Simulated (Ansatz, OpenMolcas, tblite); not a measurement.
# Si2H6O (disiloxane): the energy, rung by rung

Si2H6O: 9 atoms, total charge 0, spin state singlet. As SMILES, `[SiH3]O[SiH3]`. The coordinates come from a PBE0-D4/def2-TZVP relaxation.

```xyz
9

Si   -0.7103    1.0527   -0.9195
O     0.4255    0.0910   -0.2454
Si    0.7756   -1.0388    0.8818
H    -1.7873    0.2266   -1.5257
H    -0.0606    1.8724   -1.9702
H    -1.3062    1.9428    0.1113
H     2.2243   -1.3431    0.8000
H    -0.0093   -2.2756    0.6288
H     0.4483   -0.5279    2.2389
```

Quantity: the energy change with the Si1–O2 bond stretched from 1.634 to 1.879 Å, in eV. The values are calculated.

```csv
level,kind,program,value (eV)
GFN2-xTB,semi-empirical,tblite,0.61
HF/cc-pVDZ (unrestricted),Hartree–Fock,OpenMolcas,0.53
SVWN5/cc-pVDZ (restricted),LDA,Ansatz,0.43
BLYP/cc-pVDZ (restricted),GGA,OpenMolcas,0.29
B3LYP/cc-pVDZ (restricted),global hybrid,Ansatz,0.39
wB97M-V/cc-pVDZ (restricted),range-separated hybrid,Ansatz,0.42
PBE-QIDH/cc-pVDZ (restricted),double hybrid,Ansatz,0.47
RPA@PBE0/cc-pVDZ (restricted),RPA,Ansatz,0.37
BCCD(T)/cc-pVDZ (restricted),coupled cluster or CI,Ansatz,0.38
```

The first shape isn't each level's own minimum. The values span 0.29 to 0.61 eV.
